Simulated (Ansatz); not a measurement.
Harmonic vibrations of `FC1(S)CO1` by finite differences.

```yaml
crystal:
  periodic: [false, false, false]
  atoms:
    - {symbol: F, position_ang: [-0.740350, -0.454490, -1.445194]}
    - {symbol: C, position_ang: [-0.208808, 0.042433, -0.305065]}
    - {symbol: S, position_ang: [-0.082609, 1.815053, -0.315911]}
    - {symbol: C, position_ang: [0.734589, -0.782365, 0.428862]}
    - {symbol: O, position_ang: [-0.637750, -0.610631, 0.826105]}
    - {symbol: H, position_ang: [-1.410438, 2.020555, -0.355969]}
    - {symbol: H, position_ang: [0.969995, -1.762199, 0.024904]}
    - {symbol: H, position_ang: [1.467572, -0.325456, 1.086668]}
basis:
  gaussian: {orbitals: def2-TZVP}
hamiltonian: {xc: pbe0, dispersion: d4}
phonons: {temperatures: {t_min: 298.15, t_max: 900, t_step: 200}}
```

```sh
$ ansatz run in.yaml --threads 4 --pin off --events-out ev --progress --plain
```

It prints (some lines left out):

```
Functional definition: PBE0
mean field -17712.99185187 eV, -650.9404442592 hartree, gradient 2.2e-5 eV, S^2 0.000000; 0 other end points of the search recorded, 0 dependent functions left out
mean field -17712.99181739 eV, -650.9404429920 hartree, gradient 1.5e-6 eV, S^2 0.000000; 0 other end points of the search recorded, 0 dependent functions left out
mean field -17712.99182913 eV, -650.9404434234 hartree, gradient 1.4e-6 eV, S^2 0.000000; 0 other end points of the search recorded, 0 dependent functions left out
mean field -17712.99181326 eV, -650.9404428404 hartree, gradient 1.4e-6 eV, S^2 0.000000; 0 other end points of the search recorded, 0 dependent functions left out
mean field -17712.99182674 eV, -650.9404433355 hartree, gradient 1.4e-6 eV, S^2 0.000000; 0 other end points of the search recorded, 0 dependent functions left out
mean field -17712.99175551 eV, -650.9404407179 hartree, gradient 1.4e-6 eV, S^2 0.000000; 0 other end points of the search recorded, 0 dependent functions left out
mean field -17712.99177269 eV, -650.9404413494 hartree, gradient 1.4e-6 eV, S^2 0.000000; 0 other end points of the search recorded, 0 dependent functions left out
mean field -17712.99173777 eV, -650.9404400658 hartree, gradient 1.4e-6 eV, S^2 0.000000; 0 other end points of the search recorded, 0 dependent functions left out
mean field -17712.99173240 eV, -650.9404398685 hartree, gradient 1.5e-6 eV, S^2 0.000000; 0 other end points of the search recorded, 0 dependent functions left out
mean field -17712.99170416 eV, -650.9404388309 hartree, gradient 1.4e-6 eV, S^2 0.000000; 0 other end points of the search recorded, 0 dependent functions left out
mean field -17712.99170251 eV, -650.9404387701 hartree, gradient 1.5e-6 eV, S^2 0.000000; 0 other end points of the search recorded, 0 dependent functions left out
mean field -17712.99170129 eV, -650.9404387255 hartree, gradient 1.5e-6 eV, S^2 0.000000; 0 other end points of the search recorded, 0 dependent functions left out
mean field -17712.99170241 eV, -650.9404387665 hartree, gradient 1.4e-6 eV, S^2 0.000000; 0 other end points of the search recorded, 0 dependent functions left out
mean field -17712.99175075 eV, -650.9404405432 hartree, gradient 1.4e-6 eV, S^2 0.000000; 0 other end points of the search recorded, 0 dependent functions left out
mean field -17712.99176192 eV, -650.9404409537 hartree, gradient 1.4e-6 eV, S^2 0.000000; 0 other end points of the search recorded, 0 dependent functions left out
mean field -17712.99180829 eV, -650.9404426577 hartree, gradient 1.4e-6 eV, S^2 0.000000; 0 other end points of the search recorded, 0 dependent functions left out
mean field -17712.99175008 eV, -650.9404405184 hartree, gradient 1.4e-6 eV, S^2 0.000000; 0 other end points of the search recorded, 0 dependent functions left out
mean field -17712.99183582 eV, -650.9404436692 hartree, gradient 1.4e-6 eV, S^2 0.000000; 0 other end points of the search recorded, 0 dependent functions left out
mean field -17712.99184592 eV, -650.9404440405 hartree, gradient 1.4e-6 eV, S^2 0.000000; 0 other end points of the search recorded, 0 dependent functions left out
mean field -17712.99168868 eV, -650.9404382621 hartree, gradient 1.5e-6 eV, S^2 0.000000; 0 other end points of the search recorded, 0 dependent functions left out
mean field -17712.99167789 eV, -650.9404378654 hartree, gradient 1.5e-6 eV, S^2 0.000000; 0 other end points of the search recorded, 0 dependent functions left out
mean field -17712.99166119 eV, -650.9404372519 hartree, gradient 1.4e-6 eV, S^2 0.000000; 0 other end points of the search recorded, 0 dependent functions left out
mean field -17712.99168194 eV, -650.9404380143 hartree, gradient 1.4e-6 eV, S^2 0.000000; 0 other end points of the search recorded, 0 dependent functions left out
mean field -17712.99172916 eV, -650.9404397495 hartree, gradient 1.4e-6 eV, S^2 0.000000; 0 other end points of the search recorded, 0 dependent functions left out
mean field -17712.99172499 eV, -650.9404395964 hartree, gradient 1.5e-6 eV, S^2 0.000000; 0 other end points of the search recorded, 0 dependent functions left out
mean field -17712.99175420 eV, -650.9404406697 hartree, gradient 1.5e-6 eV, S^2 0.000000; 0 other end points of the search recorded, 0 dependent functions left out
mean field -17712.99176005 eV, -650.9404408847 hartree, gradient 1.4e-6 eV, S^2 0.000000; 0 other end points of the search recorded, 0 dependent functions left out
mean field -17712.99179617 eV, -650.9404422121 hartree, gradient 1.5e-6 eV, S^2 0.000000; 0 other end points of the search recorded, 0 dependent functions left out
mean field -17712.99181655 eV, -650.9404429610 hartree, gradient 1.4e-6 eV, S^2 0.000000; 0 other end points of the search recorded, 0 dependent functions left out
mean field -17712.99177113 eV, -650.9404412921 hartree, gradient 1.4e-6 eV, S^2 0.000000; 0 other end points of the search recorded, 0 dependent functions left out
mean field -17712.99175798 eV, -650.9404408089 hartree, gradient 1.5e-6 eV, S^2 0.000000; 0 other end points of the search recorded, 0 dependent functions left out
mean field -17712.99177082 eV, -650.9404412804 hartree, gradient 1.4e-6 eV, S^2 0.000000; 0 other end points of the search recorded, 0 dependent functions left out
mean field -17712.99177268 eV, -650.9404413490 hartree, gradient 1.4e-6 eV, S^2 0.000000; 0 other end points of the search recorded, 0 dependent functions left out
mean field -17712.99184750 eV, -650.9404440984 hartree, gradient 1.4e-6 eV, S^2 0.000000; 0 other end points of the search recorded, 0 dependent functions left out
mean field -17712.99183468 eV, -650.9404436275 hartree, gradient 1.4e-6 eV, S^2 0.000000; 0 other end points of the search recorded, 0 dependent functions left out
mean field -17712.99185021 eV, -650.9404441982 hartree, gradient 1.4e-6 eV, S^2 0.000000; 0 other end points of the search recorded, 0 dependent functions left out
mean field -17712.99185246 eV, -650.9404442807 hartree, gradient 1.4e-6 eV, S^2 0.000000; 0 other end points of the search recorded, 0 dependent functions left out
mean field -17712.99183396 eV, -650.9404436009 hartree, gradient 1.4e-6 eV, S^2 0.000000; 0 other end points of the search recorded, 0 dependent functions left out
mean field -17712.99182807 eV, -650.9404433845 hartree, gradient 1.4e-6 eV, S^2 0.000000; 0 other end points of the search recorded, 0 dependent functions left out
mean field -17712.99175562 eV, -650.9404407219 hartree, gradient 1.4e-6 eV, S^2 0.000000; 0 other end points of the search recorded, 0 dependent functions left out
mean field -17712.99176672 eV, -650.9404411298 hartree, gradient 1.4e-6 eV, S^2 0.000000; 0 other end points of the search recorded, 0 dependent functions left out
mean field -17712.99182936 eV, -650.9404434318 hartree, gradient 1.4e-6 eV, S^2 0.000000; 0 other end points of the search recorded, 0 dependent functions left out
mean field -17712.99182450 eV, -650.9404432534 hartree, gradient 1.4e-6 eV, S^2 0.000000; 0 other end points of the search recorded, 0 dependent functions left out
mean field -17712.99179894 eV, -650.9404423141 hartree, gradient 1.4e-6 eV, S^2 0.000000; 0 other end points of the search recorded, 0 dependent functions left out
mean field -17712.99179050 eV, -650.9404420039 hartree, gradient 1.4e-6 eV, S^2 0.000000; 0 other end points of the search recorded, 0 dependent functions left out
mean field -17712.99181713 eV, -650.9404429824 hartree, gradient 1.4e-6 eV, S^2 0.000000; 0 other end points of the search recorded, 0 dependent functions left out
mean field -17712.99182402 eV, -650.9404432357 hartree, gradient 1.4e-6 eV, S^2 0.000000; 0 other end points of the search recorded, 0 dependent functions left out
mean field -17712.99180809 eV, -650.9404426504 hartree, gradient 1.4e-6 eV, S^2 0.000000; 0 other end points of the search recorded, 0 dependent functions left out
mean field -17712.99179954 eV, -650.9404423362 hartree, gradient 1.5e-6 eV, S^2 0.000000; 0 other end points of the search recorded, 0 dependent functions left out
Total energy: -17713.12266279 eV, -650.9452514716 hartree
Atom 0 at    -0.740350    -0.454490    -1.445194 Å, force    -0.000299    -0.000170     0.000498 eV/Å
Atom 1 at    -0.208808     0.042433    -0.305065 Å, force     0.001346     0.000328    -0.000029 eV/Å
Atom 2 at    -0.082609     1.815053    -0.315911 Å, force    -0.000543     0.000039    -0.000016 eV/Å
Atom 3 at     0.734589    -0.782365     0.428862 Å, force    -0.001331    -0.000339    -0.000910 eV/Å
Atom 4 at    -0.637750    -0.610631     0.826105 Å, force    -0.000381    -0.000224    -0.000151 eV/Å
Atom 5 at    -1.410438     2.020555    -0.355969 Å, force     0.000396    -0.000019     0.000059 eV/Å
Atom 6 at     0.969995    -1.762199     0.024904 Å, force     0.000497     0.000481     0.000536 eV/Å
Atom 7 at     1.467572    -0.325456     1.086668 Å, force     0.000315    -0.000096     0.000013 eV/Å
Dipole moment:     0.242618     0.015810     0.075150 e Å
Vibrations: 188.16 294.56 358.95 413.38 496.79 622.94 834.00 887.28 940.27 1070.30 1117.59 1172.54 1187.64 1393.69 1519.58 2702.32 3123.38 3224.46 cm⁻¹, zero-point energy 1.335796 eV
```

It took 74 s on 4 threads of a server CPU on a shared host, with 0.41 GiB of host memory at the peak.
